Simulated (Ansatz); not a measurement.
A CCSD(T) single point on `C1=COC=1`.

```yaml
crystal:
  periodic: [false, false, false]
  atoms:
    - {symbol: C, position_ang: [0.257726, 0.630011, 0.260394]}
    - {symbol: C, position_ang: [0.769620, 0.161388, -0.880042]}
    - {symbol: O, position_ang: [-0.301467, -0.798713, -0.337396]}
    - {symbol: C, position_ang: [-0.693289, -0.024012, 0.931673]}
    - {symbol: H, position_ang: [1.747868, -0.248491, -1.086285]}
    - {symbol: H, position_ang: [-1.738358, 0.215818, 1.065457]}
basis:
  gaussian: {orbitals: def2-SVP}
correlation: {method: ccsd_t}
```

```sh
$ ansatz run in.yaml --threads 2 --pin off --events-out ev --progress --plain --max-ram 4352MiB
```

Log, shortened:

```
Functional definition: HF
673 factors; integrals over basis functions are off by at most 1.0e-3 eV
mean field evaluation 1: about -5145.7846 eV, gradient 2.0e1 eV
mean field evaluation 2: about -5145.7948 eV, gradient 2.0e1 eV
mean field evaluation 4: about -5147.0956 eV, gradient 5.2e0 eV
mean field evaluation 8: about -5147.1794 eV, gradient 2.6e-1 eV
mean field evaluation 16: about -5147.1585 eV, gradient 8.9e-1 eV
mean field -5147.18083276 eV, -189.1554067195 hartree, gradient 2.8e-6 eV, S^2 0.000000; 1 other end points of the search recorded, 0 dependent functions left out; unrestricted orbitals would lower it
4 core orbitals not correlated: weight in the atoms' cores, before any rotation towards them, 1.000 or more for the frozen orbitals, at most 0.000 for the correlated occupied ones
reference -5147.18083276 eV, -189.1554067195 hartree; 10, 10 occupied and 52, 52 virtual orbitals, 673 factors
second order -15.89713459 eV of doubles, -0.00000000 eV of singles
cycle   1  -15.47060843 eV  change    4.3e-1 eV  update   1.3e-1
cycle   2  -16.04579882 eV  change   -5.8e-1 eV  update   4.9e-2
cycle   3  -16.22026963 eV  change   -1.7e-1 eV  update   2.5e-2
cycle   4  -16.21061661 eV  change    9.7e-3 eV  update   8.8e-3
cycle   5  -16.21022092 eV  change    4.0e-4 eV  update   4.8e-3
cycle   6  -16.21151418 eV  change   -1.3e-3 eV  update   1.7e-3
cycle   7  -16.21022717 eV  change    1.3e-3 eV  update   9.2e-4
cycle   8  -16.21022135 eV  change    5.8e-6 eV  update   3.6e-4
cycle   9  -16.21044383 eV  change   -2.2e-4 eV  update   2.4e-4
cycle  10  -16.21025709 eV  change    1.9e-4 eV  update   1.7e-4
cycle  11  -16.21040084 eV  change   -1.4e-4 eV  update   9.7e-5
cycle  12  -16.21038434 eV  change    1.6e-5 eV  update   3.8e-5
cycle  13  -16.21040249 eV  change   -1.8e-5 eV  update   1.5e-5
perturbative correction -0.82341240 eV, -0.0302598475 hartree
Total energy: -5164.21464765 eV, -189.7813878706 hartree
```

Run time 1.2 s (2 threads of an Arm Neoverse V2 on a shared host); peak host memory 0.33 GiB.

Correlation energy per correlated electron: -0.852 eV. T1 diagnostic: 0.0217.
